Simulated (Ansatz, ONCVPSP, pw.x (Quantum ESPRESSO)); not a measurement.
## From atom to crystal: ONCV potential for Cu (Z = 29)

```json
{
 "Element": "copper",
 "Generator": "ONCVPSP 4.0.1.1 (patched build)",
 "Type": "optimised norm-conserving Vanderbilt (ONCV)",
 "Functional": "PBE",
 "Relativity": "scalar-relativistic",
 "Frozen core": "[Ar]",
 "Valence charge": "11",
 "Reference configuration": "3d10 4s1",
 "Partial waves": "4s: rc 1.85 bohr, ncon 5, nbas 9, qcut 3.8 1/bohr, 3 projectors, debl 3.1 Ha; p scattering state at 0.46 Ha: rc 1.45 bohr, ncon 3, nbas 7, qcut 5.8 1/bohr, 3 projectors, debl 2.9 Ha; 3d: rc 1.40 bohr, ncon 4, nbas 8, qcut 10.4 1/bohr, 3 projectors, debl 3.9 Ha; f scattering state at 0.28 Ha: rc 1.65 bohr, ncon 4, nbas 8, qcut 7.1 1/bohr, 2 projectors, debl 2.5 Ha",
 "Local potential": "polynomial inside 1.05 bohr (lpopt 2, dvloc0 4 Ha)",
 "Core correction": "polynomial model core, fcfact 0.4"
}
```

Atomic tests: cutoffs needed: 47 Ha and 53 Ha (the cutoffs (Ha) at which the residual kinetic energy of the hardest occupied pseudo-wave falls to 1 and 0.1 mHa per electron); ghost test: ghosts flagged at negative energy: s at -1076.3 eV, p at -72.5 eV; GHOST(+) flagged for s at 222.9 eV; a true bound ghost makes a file unfit for plane-wave use; configuration tests: 2 of 4 tests not solved or not reliable.

Crystal test: fcc Cu in pw.x 7.5, no spin, 15³ k-points, Fermi–Dirac smearing 0.01 Ry, cutoffs 125/500 Ry. The reference is all-electron LAPW (Ansatz 0.2.0) with the same functional, mesh and smearing; V0 and B0 come from Birch–Murnaghan fits to the pressures at five volumes. Errors are pseudo minus all-electron; Δ is the rms difference of the E(V) curves that follow from these fits, minima aligned, over ±6 % about the mean V0. Mesh and smearing are coarse, so the numbers serve the comparison and aren't converged zero-temperature values; the lattice is a test structure that the element need not adopt.

All-electron: a0 = 3.629 Å (V0 = 11.95 Å³/atom), B0 = 140.8 GPa.

Question: How far does the potential miss the all-electron equation of state?

Answer: converged, but broken (pressure over 100 GPa off). The pressure does not cross zero within the volumes sampled, so no fit is given. Note: ghosts flagged at negative energy: s at -1076.3 eV, p at -72.5 eV; GHOST(+) flagged for s at 222.9 eV. A true bound ghost makes a file unfit for plane-wave use. Atomic configuration tests: 2 of 4 tests not solved or not reliable. A pressure error of this size marks a broken potential; the numbers have no physical meaning.

```tsv
V (Å³/atom)	P all-electron (GPa)	P pseudo (GPa)
11.403	7.47	180.13
11.703	3.14	167.23
12.003	-0.58	155.39
12.303	-3.78	144.51
12.603	-6.53	134.52
```

Question: At the middle volume, how do free energy and pressure move when the wave cutoff is lowered (ecutrho kept at four times it)?

Answer:

```
cutoff (Ry)  shift of F (meV/atom)  shift of P (GPa)
         56                 +163.1             -6.54
         75                  +64.3             -0.58
        100                  +23.6             -1.01
```

The run at the middle volume (120 k-points, 9 iterations) took about 18 s on one core of a shared host (Intel(R) Xeon(R) 6975P-C, 192 threads, 378 GiB, load 82).
